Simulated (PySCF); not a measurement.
Ammonia, H3N, SMILES N at its PBE0/def2-SVP optimised geometry (Å):

```
4

N     -0.3757    -0.3163     0.0000
H     -0.6441     0.6676     0.0000
H     -0.6441    -0.6676     0.9190
H      0.6441    -0.3163     0.0000
```

Method: PBE0/def2-TZVP (PySCF 2.14.0).

Map of the electrostatic potential (hartree/e), clipped to [-0.08, 0.12] on the plane z = 0.6 Å:

```
|11111111111111111111111111111|
|11111111112211111111111111111|
|11111111222222211111111111111|
|11111122222222222111111111111|
|11111222222222222111111111111|
|11111222233333222211111111111|
|11111223334433322221111111111|
|11112223445554322221111111111|
|11112233467765322222222111111|
|11112234579996432222222211111|
|11111234699997432222222222111|
|11111224699999532233322222111|
|01111123599999854444333222211|
|00011123599999996665543222211|
|00001123699999999998643322211|
|00000123899999999999754322211|
|00000114999999999999754322211|
|00000013999999999998643322211|
|00000013799999998776543222211|
|00000002499999965544333222111|
|00000001247987543333322221111|
|00000000123333222222222211111|
|00000000001111111111111111111|
|00000000000000011111111111111|
|00000000000000000111111111111|
|00000000000000000011111111111|
|00000000000000000001111111111|
|00000000000000000000011111111|
|00000000000000000000001111111|
```
Scale: ten equal steps from -0.012 (start of '0') to 0.120 (end of '9'), in the order '0123456789'; x runs from -3.00 to 3.00, y from -3.00 (bottom) to 3.00 (top).
